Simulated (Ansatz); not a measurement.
A run of Ansatz (development build ahead of 0.2.0) on singlet C₄H₄O at this shape:

```xyz
9

O     1.1301   -0.0455    0.0065
C     0.3104    1.1123    0.0065
C    -0.9610    0.6995   -0.0474
C    -0.9107   -0.7174   -0.0152
C     0.3998   -1.0699   -0.0038
H     0.8132    2.0251   -0.0110
H    -1.8303    1.3554   -0.0429
H    -1.8520   -1.3729   -0.0382
H     0.9015   -2.0588   -0.0157
```

Its results:

- Converged: yes
- Total energy: -228.62807 hartree
- Spin squared of the determinant: 0.000

**Question.** Which input gives this output? Name the method, the orbitals and the basis set, and write the input.

**Answer.** RHF in cc-pVDZ. An unrestricted run that stays on the closed shell gives the same numbers.

```yaml
crystal:
  periodic: [false, false, false]
  atoms:
    - { symbol: O, position_ang: [1.13012, -0.04551, 0.00645] }
    - { symbol: C, position_ang: [0.31044, 1.11229, 0.00648] }
    - { symbol: C, position_ang: [-0.961, 0.69952, -0.04736] }
    - { symbol: C, position_ang: [-0.91075, -0.71735, -0.0152] }
    - { symbol: C, position_ang: [0.39978, -1.0699, -0.00383] }
    - { symbol: H, position_ang: [0.81324, 2.0251, -0.01102] }
    - { symbol: H, position_ang: [-1.83033, 1.35536, -0.04294] }
    - { symbol: H, position_ang: [-1.85202, -1.37287, -0.03824] }
    - { symbol: H, position_ang: [0.90155, -2.0588, -0.01565] }
basis:
  gaussian: { orbitals: cc-pVDZ }
hamiltonian:
  xc: hf
```
